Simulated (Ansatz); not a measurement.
Born–Oppenheimer molecular dynamics of CH₃SSi (6 atoms, charge 0, multiplicity 2). It starts at the highest image of a converged band, a first-order saddle point between two minima.

Computed with UKS BLYP/def2-SVPD in Ansatz 0.2.0.

- ensemble: NVE (velocity Verlet)
- time step: 0.5 fs
- steps asked: 200
- starting velocities drawn for: 300 K
- seed: 11693

Frames 1 fs apart, positions in Å, forces in eV/Å.

Velocities at 20.0 fs (Å/ps):

```
Si -1.67 1.01 1.27
C 15.40 -7.73 2.20
S -1.68 2.11 1.99
H 16.68 2.20 -11.76
H -17.81 -5.97 -16.53
H -82.39 0.40 -96.77
```

```xyz
6
Properties=species:S:1:pos:R:3:forces:R:3 time_fs=20.0 energy_less_start_eV=-0.958 T=2152
Si -0.880 0.319 -0.634 0.59 1.23 1.71
C 0.469 -0.125 0.600 -1.70 -1.91 -2.66
S 1.291 -0.340 2.037 -0.44 0.32 -1.10
H -1.204 -0.693 -1.678 0.13 -0.05 -0.01
H -1.145 1.772 -1.037 0.13 -0.42 -0.06
H 0.450 -1.041 -0.380 1.28 0.84 2.13
6
Properties=species:S:1:pos:R:3:forces:R:3 time_fs=21.0 energy_less_start_eV=-0.648 T=1555
Si -0.882 0.320 -0.632 0.66 1.03 1.76
C 0.484 -0.134 0.601 -2.23 -1.38 -2.73
S 1.289 -0.338 2.039 -0.36 0.14 -1.19
H -1.186 -0.691 -1.689 0.06 -0.02 0.05
H -1.162 1.764 -1.054 0.21 -0.34 -0.06
H 0.374 -1.036 -0.466 1.66 0.57 2.18
6
Properties=species:S:1:pos:R:3:forces:R:3 time_fs=22.0 energy_less_start_eV=-0.390 T=1055
Si -0.883 0.322 -0.630 0.67 0.82 1.78
C 0.497 -0.143 0.600 -2.59 -0.91 -2.69
S 1.287 -0.336 2.040 -0.29 0.01 -1.24
H -1.169 -0.689 -1.701 -0.01 0.01 0.11
H -1.177 1.753 -1.072 0.28 -0.23 -0.06
H 0.315 -1.027 -0.532 1.94 0.30 2.10
6
Properties=species:S:1:pos:R:3:forces:R:3 time_fs=23.0 energy_less_start_eV=-0.202 T=693
Si -0.884 0.323 -0.627 0.63 0.63 1.78
C 0.508 -0.153 0.597 -2.81 -0.55 -2.63
S 1.285 -0.333 2.041 -0.24 -0.08 -1.26
H -1.151 -0.688 -1.711 -0.05 0.03 0.16
H -1.190 1.740 -1.090 0.33 -0.09 -0.07
H 0.273 -1.014 -0.578 2.14 0.06 2.01
6
Properties=species:S:1:pos:R:3:forces:R:3 time_fs=24.0 energy_less_start_eV=-0.099 T=494
Si -0.885 0.325 -0.624 0.55 0.49 1.76
C 0.516 -0.164 0.591 -2.93 -0.35 -2.60
S 1.283 -0.331 2.042 -0.22 -0.13 -1.29
H -1.134 -0.685 -1.720 -0.05 0.04 0.22
H -1.199 1.725 -1.108 0.35 0.05 -0.08
H 0.252 -1.001 -0.604 2.28 -0.09 1.99
6
Properties=species:S:1:pos:R:3:forces:R:3 time_fs=25.0 energy_less_start_eV=-0.093 T=482
Si -0.886 0.328 -0.620 0.46 0.40 1.69
C 0.522 -0.175 0.584 -2.95 -0.29 -2.61
S 1.281 -0.329 2.042 -0.21 -0.15 -1.32
H -1.117 -0.683 -1.726 -0.02 0.05 0.27
H -1.205 1.712 -1.128 0.35 0.17 -0.07
H 0.253 -0.989 -0.611 2.37 -0.17 2.05
6
Properties=species:S:1:pos:R:3:forces:R:3 time_fs=26.0 energy_less_start_eV=-0.197 T=683
Si -0.886 0.330 -0.615 0.35 0.36 1.55
C 0.526 -0.186 0.574 -2.87 -0.37 -2.64
S 1.279 -0.327 2.042 -0.23 -0.14 -1.38
H -1.100 -0.680 -1.730 0.04 0.06 0.31
H -1.207 1.699 -1.148 0.32 0.25 -0.05
H 0.276 -0.978 -0.599 2.40 -0.16 2.21
6
Properties=species:S:1:pos:R:3:forces:R:3 time_fs=27.0 energy_less_start_eV=-0.423 T=1122
Si -0.887 0.333 -0.610 0.23 0.37 1.34
C 0.528 -0.198 0.563 -2.66 -0.54 -2.63
S 1.277 -0.325 2.042 -0.28 -0.09 -1.45
H -1.083 -0.677 -1.732 0.10 0.07 0.34
H -1.207 1.690 -1.168 0.27 0.29 0.00
H 0.323 -0.969 -0.565 2.34 -0.09 2.41
6
Properties=species:S:1:pos:R:3:forces:R:3 time_fs=28.0 energy_less_start_eV=-0.771 T=1793
Si -0.887 0.335 -0.605 0.11 0.41 1.05
C 0.527 -0.210 0.549 -2.26 -0.69 -2.39
S 1.274 -0.323 2.041 -0.36 -0.02 -1.53
H -1.065 -0.673 -1.729 0.15 0.07 0.33
H -1.204 1.683 -1.189 0.21 0.29 0.08
H 0.392 -0.961 -0.508 2.15 -0.05 2.46
6
Properties=species:S:1:pos:R:3:forces:R:3 time_fs=29.0 energy_less_start_eV=-1.185 T=2588
Si -0.887 0.338 -0.599 0.02 0.44 0.72
C 0.525 -0.223 0.533 -1.65 -0.53 -1.57
S 1.272 -0.321 2.039 -0.47 0.09 -1.62
H -1.046 -0.668 -1.724 0.17 0.07 0.28
H -1.198 1.678 -1.208 0.15 0.24 0.20
H 0.481 -0.953 -0.429 1.79 -0.30 1.98
6
Properties=species:S:1:pos:R:3:forces:R:3 time_fs=30.0 energy_less_start_eV=-1.511 T=3211
Si -0.888 0.341 -0.593 -0.03 0.40 0.38
C 0.521 -0.235 0.516 -1.04 0.42 0.25
S 1.270 -0.319 2.038 -0.61 0.21 -1.68
H -1.025 -0.662 -1.716 0.16 0.04 0.20
H -1.192 1.676 -1.226 0.11 0.17 0.34
H 0.587 -0.949 -0.330 1.41 -1.23 0.51
6
Properties=species:S:1:pos:R:3:forces:R:3 time_fs=31.0 energy_less_start_eV=-1.611 T=3413
Si -0.888 0.344 -0.586 -0.02 0.25 0.07
C 0.516 -0.248 0.500 -0.82 2.03 2.54
S 1.267 -0.317 2.035 -0.76 0.36 -1.66
H -1.002 -0.657 -1.706 0.11 -0.01 0.10
H -1.184 1.676 -1.241 0.11 0.10 0.47
H 0.707 -0.957 -0.228 1.38 -2.73 -1.53
```

Of the whole run (100 fs, mean temperature of the second half 2591 K): The conserved energy stayed within 3.5 meV per atom of its start (net change -0.58 meV per atom), so there is no drift, though single steps change it by up to 22 meV in the whole system, a sign of fast motions only just resolved. The system heated up, since it started high on the potential surface and ran downhill. A run of 0.1 ps of so small a system gives no equilibrium averages.

The run took 7.3 min on 2 threads of Arm Neoverse V2, on a shared host, peak memory 0.19 GiB.
